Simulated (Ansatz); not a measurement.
A nudged elastic band was laid between two geometries of BH₇Si (9 atoms, charge 0, multiplicity 1).

Computed with RKS r2SCAN-D4/def2-SVP in Ansatz.

```
movable images  : 7
climbing image  : yes
spring          : 5.0 eV/Å²
optimiser       : quadratic models (default)
start path      : through a guess of the saddle point
force threshold : 0.05 eV/Å
iteration limit : 60
end points      : relaxed
```

Image 0:

```xyz
9
Properties=species:S:1:pos:R:3
B -0.111 -0.074 0.354
H 0.595 0.749 0.885
H 0.574 -0.731 -0.436
H -1.163 0.216 -0.164
Si 0.196 -2.177 0.787
H -0.404 -2.870 -0.383
H 1.670 -2.331 0.899
H -0.399 -2.810 2.011
H -0.484 -0.760 1.376
```

Image 8:

```xyz
9
Properties=species:S:1:pos:R:3
B 0.002 -0.073 0.303
H -0.068 0.755 1.180
H 0.335 0.206 -0.824
H -1.051 -0.719 0.279
Si 0.087 -2.175 0.837
H -0.373 -2.871 -0.394
H 1.380 -2.824 1.236
H -0.833 -2.313 1.996
H 0.998 -0.775 0.717
```

Q: Which bonds break or form, and what moves?

A: No bond is made or broken.  The two ends are copies of one structure, up to a mirror image or an exchange of like atoms.

Q: Give the energies along the band, and the barrier.

A: It converged. The highest image is number 4 of 0 to 8, 0.055 eV above the ends, which have the same energy within 2 meV. A vibrational analysis at the climbing image gives one clearly imaginary mode, 208i cm⁻¹: a first-order saddle point.

| image | path coordinate (Å) | energy (eV) |
| --- | --- | --- |
| 0 | 0.00 | 0.000 |
| 1 | 0.38 | 0.006 |
| 2 | 0.76 | 0.020 |
| 3 | 1.14 | 0.043 |
| 4 | 1.51 | 0.055 |
| 5 | 1.90 | 0.042 |
| 6 | 2.29 | 0.020 |
| 7 | 2.68 | 0.006 |
| 8 | 3.07 | 0.000 |

Q: What is the geometry of the highest image?

A: 
```xyz
9
Properties=species:S:1:pos:R:3:forces:R:3
B -0.065 -0.124 0.356 0.00 -0.01 0.00
H 0.119 0.966 0.847 0.00 0.00 0.00
H 0.676 -0.360 -0.582 0.00 0.00 0.00
H -1.244 -0.396 0.215 0.00 0.00 0.00
Si 0.137 -2.179 0.753 0.00 0.00 -0.01
H -0.379 -2.737 -0.523 0.00 0.00 0.00
H 1.544 -2.633 0.953 0.00 0.00 0.00
H -0.703 -2.673 1.881 -0.01 0.00 0.01
H 0.391 -0.655 1.431 0.00 0.01 0.00
```

Q: What are the harmonic wavenumbers there?

A: 208i, 252, 320, 631, 676, 687, 929, 947, 958, 987, 1063, 1137, 1168, 1402, 2157, 2235, 2241, 2257, 2466, 2567, 2611 cm⁻¹.

Time of the run: 110 s on 1 thread of AMD EPYC 9R45 96-Core Processor (Zen 5), with other jobs on the host, peak memory 0.14 GiB.
